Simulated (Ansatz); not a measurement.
**BNH3 (SMILES B[NH]): the energy to break a bond**

The species is BNH3 (5 atoms), meant as a doublet with charge 0. SMILES: `B[NH]`. The shape was relaxed beforehand at PBE0/def2-SVP.

```jsonl
{"atom": "B", "x (Å)": "-0.3059", "y (Å)": "-0.3794", "z (Å)": "-0.0671"}
{"atom": "N", "x (Å)": "0.5485", "y (Å)": "0.6360", "z (Å)": "0.0462"}
{"atom": "H", "x (Å)": "-0.4565", "y (Å)": "-1.1597", "z (Å)": "0.8612"}
{"atom": "H", "x (Å)": "-0.9460", "y (Å)": "-0.5433", "z (Å)": "-1.0927"}
{"atom": "H", "x (Å)": "1.2098", "y (Å)": "1.3728", "z (Å)": "0.2109"}
```

Wanted: the dissociation energy of the H5–N2 bond into doublet H and singlet BNH2 (shapes relaxed at PBE0/def2-SVP, no zero-point term). 1 Eh = 2625.50 kJ/mol = 27.2114 eV. Totals in Eh; open shells run unrestricted unless said.

| level | program | BNH3 | doublet H | singlet BNH2 |
| --- | --- | --- | --- | --- |
| USVWN5/def2-TZVPP | Ansatz | -80.621995 | -0.478344 | -80.091471 |
| UPBE/def2-TZVPP | Ansatz | -81.268929 | -0.499616 | -80.723513 |
| RPA@PBE/def2-TZVPP, 2 core orbitals frozen | Ansatz | -81.365966 | -0.517613 | -80.807164 |

Problem. Work out the dissociation energy at each level.

Solution. 
1. USVWN5/def2-TZVPP: (-0.478344) + (-80.091471) − (-80.621995) = 0.052180 Eh = 137.0 kJ/mol = 1.42 eV.
2. UPBE/def2-TZVPP: (-0.499616) + (-80.723513) − (-81.268929) = 0.045800 Eh = 120.2 kJ/mol = 1.25 eV.
3. RPA@PBE/def2-TZVPP: (-0.517613) + (-80.807164) − (-81.365966) = 0.041189 Eh = 108.1 kJ/mol = 1.12 eV.

The levels span 108 to 137 kJ/mol; no measured value is set beside them. A fragment with an even electron count was run as a singlet and may have a lower triplet. A bond enthalpy at 298 K also holds the loss of zero-point energy and thermal terms.
